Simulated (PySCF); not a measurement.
Species: C5H9N.
Atom-mapped SMILES: `[CH3:1][CH:2]([CH3:3])[C@H:4]1[CH:5]=[N:6]1` (hydrogens: H7, H8, H9 on C1; H10 on C2; H11, H12, H13 on C3; H14 on C4; H15 on C5)

The same species was optimised twice, with GFN2-xTB and with PBE0-D3(BJ)/def2-SVP (PySCF), and the same property calculations (PySCF, gas phase) were run on both structures.

```
     coordinate  GFN2-xTB  PBE0-D3(BJ)/def2-SVP  change
      C4–N6 (Å)     1.502                 1.519  +0.017
      C4–C5 (Å)     1.451                 1.447  -0.004
      C2–C3 (Å)     1.529                 1.525  -0.004
      C1–C2 (Å)     1.528                 1.525  -0.003
      C2–C4 (Å)     1.515                 1.512  -0.003
      C5=N6 (Å)     1.253                 1.253   0.000
   C2–C4–C5 (°)     122.2                 123.7    +1.5
   C1–C2–C3 (°)     110.9                 111.9    +1.0
   C4–C5–N6 (°)      67.1                  68.0    +0.9
   C4–N6–C5 (°)      62.8                  62.0    -0.8
   C3–C2–C4 (°)     110.0                 110.6    +0.6
   C2–C4–N6 (°)     119.4                 118.9    -0.5
   C1–C2–C4 (°)     109.9                 110.3    +0.4
   C5–C4–N6 (°)      50.2                  49.9    -0.3
C1–C2–C4–C5 (°)      -144                  -138      +6
```

Rotational constants: A = 6493, B = 2696, C = 2085 MHz (GFN2-xTB) against A = 6453, B = 2680, C = 2072 MHz (PBE0-D3(BJ)/def2-SVP). Point groups within 0.08 Å: C1 and C1.

On the GFN2-xTB structure: lowest singlet, TDDFT (eV) 4.90 [CAM-B3LYP/def2-SVPD]; lowest triplet, Tamm–Dancoff (eV) 4.20 [CAM-B3LYP/def2-SVPD]; isotropic polarisability (au) 63.2 [CAM-B3LYP/def2-SVPD]; HOMO (eV) -8.96 [CAM-B3LYP/def2-SVPD]; LUMO (eV) 0.54 [CAM-B3LYP/def2-SVPD]; dipole (D) 2.25 [CAM-B3LYP/def2-SVPD]; HOMO (eV) -7.49 [PBE0/pcSseg-1]; LUMO (eV) -0.49 [PBE0/pcSseg-1]; dipole (D) 2.21 [PBE0/pcSseg-1]; GIAO shielding of C1 (ppm) 164.6 [PBE0/pcSseg-1]; GIAO shielding of C2 (ppm) 147.0 [PBE0/pcSseg-1]; GIAO shielding of C3 (ppm) 165.0 [PBE0/pcSseg-1]; GIAO shielding of C4 (ppm) 152.4 [PBE0/pcSseg-1]; GIAO shielding of C5 (ppm) 4.8 [PBE0/pcSseg-1]; GIAO shielding of N6 (ppm) -98.1 [PBE0/pcSseg-1].

Problem. What do these properties become on the PBE0-D3(BJ)/def2-SVP structure?

Solution. 
```
                                    property                level  on GFN2-xTB  on PBE0-D3(BJ)/def2-SVP  change
                  lowest singlet, TDDFT (eV)  CAM-B3LYP/def2-SVPD         4.90                     5.05   +0.15
           lowest triplet, Tamm–Dancoff (eV)  CAM-B3LYP/def2-SVPD         4.20                     4.35   +0.15
               isotropic polarisability (au)  CAM-B3LYP/def2-SVPD         63.2                     64.4    +1.2
                                   HOMO (eV)  CAM-B3LYP/def2-SVPD        -8.96                    -9.07   -0.11
                                   LUMO (eV)  CAM-B3LYP/def2-SVPD         0.54                     0.58   +0.04
                                  dipole (D)  CAM-B3LYP/def2-SVPD         2.25                     2.19   -0.06
energy, GFN2-xTB geometry as zero (kcal/mol)  CAM-B3LYP/def2-SVPD          0.0                     -1.3    -1.3
                                   HOMO (eV)        PBE0/pcSseg-1        -7.49                    -7.61   -0.12
                                   LUMO (eV)        PBE0/pcSseg-1        -0.49                    -0.46   +0.03
                                  dipole (D)        PBE0/pcSseg-1         2.21                     2.13   -0.08
energy, GFN2-xTB geometry as zero (kcal/mol)        PBE0/pcSseg-1          0.0                     -1.1    -1.1
                  GIAO shielding of C1 (ppm)        PBE0/pcSseg-1        164.6                    162.9    -1.7
                  GIAO shielding of C2 (ppm)        PBE0/pcSseg-1        147.0                    146.5    -0.5
                  GIAO shielding of C3 (ppm)        PBE0/pcSseg-1        165.0                    163.2    -1.8
                  GIAO shielding of C4 (ppm)        PBE0/pcSseg-1        152.4                    149.1    -3.3
                  GIAO shielding of C5 (ppm)        PBE0/pcSseg-1          4.8                      4.2    -0.6
                  GIAO shielding of N6 (ppm)        PBE0/pcSseg-1        -98.1                   -102.1    -4.0
```

The heavy atoms differ by 0.041 Å rms after alignment. Among bonds between heavy atoms C4–N6 changes most (+0.017 Å). Changes are differences of the printed values. Neither structure is proved a minimum here.

Conformer computed: `[CH3:1][CH:2]([CH3:3])[C@H:4]1[CH:5]=[N:6]1`: C1–C2–C4–C5 -138°.
